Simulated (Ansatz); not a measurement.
Two isomers of C5H8: A = `C=C1CCC1`, B = `C=CCC=C`.

Gas-phase electronic energies from Ansatz, PBE0-D4/def2-TZVP geometries. CCSD(T)/CBS is the MP2 limit (def2-TZVPP, def2-QZVPP) plus CCSD(T) − MP2 in def2-TZVPP, frozen cores. DFT in def2-TZVPP. B3LYP here is the variant with VWN-RPA as its local correlation; programs differ in this. One conformer a species, not always the lowest.

A:

```xyz
13

C    -0.5156    1.9111   -0.1682
C    -0.0604    0.6786   -0.0272
C    -0.0706   -0.3187    1.1082
C     0.1053   -1.4352    0.0506
C     0.4917   -0.3517   -0.9850
H    -0.9523    2.4496    0.6662
H    -0.4722    2.4232   -1.1234
H    -0.9576   -0.3479    1.7435
H     0.8121   -0.2191    1.7475
H    -0.8443   -1.9116   -0.1969
H     0.8450   -2.2078    0.2614
H     0.0424   -0.4066   -1.9783
H     1.5766   -0.2638   -1.0986
```

B:

```xyz
13

C    -2.094    0.400   -1.022
C    -0.807    0.583   -0.764
C     0.155   -0.502   -0.386
C     0.718   -0.293    0.986
C     2.000   -0.096    1.258
H    -2.543   -0.588   -0.986
H    -2.744    1.227   -1.282
H    -0.391    1.588   -0.803
H    -0.361   -1.467   -0.433
H     0.978   -0.536   -1.108
H    -0.007   -0.290    1.797
H     2.750   -0.086    0.472
H     2.347    0.059    2.273
```

(1) Which isomer does CCSD(T)/CBS put lower? Give the gap. (Best estimate.)

(2) Give E(B) − E(A) in kJ/mol with BLYP-D4, ωB97M-V, B3LYP-D4, LDA (SPW92), MP2/def2-TZVPP, PBE-D4, r2SCAN-D4. (Best estimate.)

(3) Does the order hold for the free energy at 298.15 K (harmonic terms from PBE0-D4)? (An estimate is asked.)

Largest T1 diagnostic: 0.011.

Answers

(1) The calculation gave: B, by 15.4 kJ/mol.

(2) Computed: BLYP-D4 -26.8, ωB97M-V -6.4, B3LYP-D4 -20.2, LDA (SPW92) 16.2, MP2/def2-TZVPP -5.4, PBE-D4 -1.4, r2SCAN-D4 -7.4. The order is the other way round with LDA (SPW92).

(3) Computed: Yes: G(B) − G(A) = -21.3 kJ/mol, for one conformer each.

From r2SCAN to r2SCAN0 (25 % exact exchange), in def2-TZVPP and without D4, E(B) − E(A) moves by +5.8 kJ/mol. Leaving LDA and LC-ωPBE aside and taking each functional with its dispersion term where it has one, the values, not all of them listed here, spread over 31.7 kJ/mol, from BLYP-D4 to PBE-QIDH. LDA lies +19.1 kJ/mol from PBE without D4.
